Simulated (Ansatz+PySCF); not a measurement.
# singlet H2O2 in separate pieces: levels of theory in one basis

| atom | x (Å) | y (Å) | z (Å) |
| --- | --- | --- | --- |
| O | 0.0000 | 0.0000 | -0.1085 |
| H | 0.0000 | 0.0000 | 0.8679 |
| O | 29.9996 | -0.1059 | -0.0237 |
| H | 30.0032 | 0.8471 | 0.1892 |

Basis set: STO-3G (spherical functions). Correlated methods keep 2 orbitals frozen. Charge 0, multiplicity 1.

Computed with Ansatz (development build ahead of 0.2.0); each method stands on the lowest determinant of its kind that the runs found. NEVPT2 correlates all electrons. Active spaces start from the frontier orbitals, and the lowest solution found is given.

```tsv
method	E − E(RHF) (eV)	<S²> of the determinant
RHF	0.00	0.00
UHF	-11.80	1.01
UHF-MP2	-12.67	1.01
RHF-CCSD	-13.17	–
UHF-CCSD	-13.15	1.01
RHF-CCSD(T)	-13.17	–
UHF-CCSD(T)	-13.15	1.01
full CI (lowest root of this spin)	-13.15	–
SC-NEVPT2(6,4)	-12.66	–
```

Problem. What does CASSCF(6,4) give on the same scale?

Solution. -11.74 eV.

At such a shape the full CI root can have another spatial symmetry than the determinants, so the rows needn't describe one state.

Problem. Is a single determinant a sound starting point here?

Solution. It is doubtful. Unrestricted orbitals lower Hartree–Fock by 11.80 eV and <S²> is 1.01 where a pure state has 0.00, a sign of strong static correlation. The CASSCF(6,4) natural occupations are 2.00, 2.00, 1.00, 1.00.

Caution for RHF, RHF-CCSD, RHF-CCSD(T): an unrestricted determinant lies well below. Caution for UHF, UHF-MP2, UHF-CCSD, UHF-CCSD(T): the unrestricted determinant is a mixture of spin states. Caution for UHF-MP2, UHF-CCSD, UHF-CCSD(T): bonds are stretched, where a single reference can fail. Caution for RHF-CCSD: large amplitudes, a single reference is doubtful. Caution for RHF-CCSD(T): very large amplitudes, the method is breaking down; the amplitudes may be one of several solutions.
